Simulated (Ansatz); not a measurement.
Mulliken charges of `FCS` from r2SCAN/def2-TZVPP in Ansatz (PBE0-D4/def2-TZVP geometry).

```csv
atom,x (Å),y (Å),z (Å),charge (e)
F1,0.652,0.096,-1.390,-0.221
C2,-0.016,-0.391,-0.291,0.124
S3,-0.793,0.893,0.682,-0.138
H4,0.693,-0.957,0.314,0.070
H5,-0.820,-1.044,-0.635,0.074
H6,0.326,1.339,1.274,0.091
```

Question: By hand: the dipole of these point charges (1 e Å = 4.8032 D).

Answer: Σ q r = (-0.019, -0.215, 0.268) e Å, of length 0.344 e Å = 1.65 D.

Question: How does the dipole of the full density compare? (Best estimate.)

Answer: Computed: (0.068, -0.218, 0.232) e Å, 1.56 D; the point charges give 1.06 times that, at 16° from its direction.

Point charges leave out the atoms' own dipoles, such as those of lone pairs, and Mulliken's split depends on the basis, so the close match here is no proof of good charges.
